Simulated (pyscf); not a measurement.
PySCF, gas phase, ωB97X-D3(BJ)/def2-SVP geometries. Correlated levels are frozen-core, on RHF or UHF. ΔMP2 is the change of the MP2 total energy from the triple- to the quadruple-zeta basis.

### Question
How much does it cost (ΔH, 298 K, CCSD(T)/def2-TZVPP + ΔMP2(QZVPP)) to split H₂N–SiH₂–Br (SMILES N[SiH2]Br) at its N–Si bond into NH₂• + •H₂Si–Br?

### Answer
N–Si to NH₂• + •H₂Si–Br: 445.9 kJ/mol. The CCSD(T) − MP2 part came from Ansatz, without density fitting, on the same reference. The frozen core leaves the outer d or s,p core shells of the metals and heavy elements correlated in the MP2 and CC values, and def2-TZVPP describes them poorly, which can shift differences by a few kcal/mol. Elements up to Kr have no core potential and no relativistic terms here.
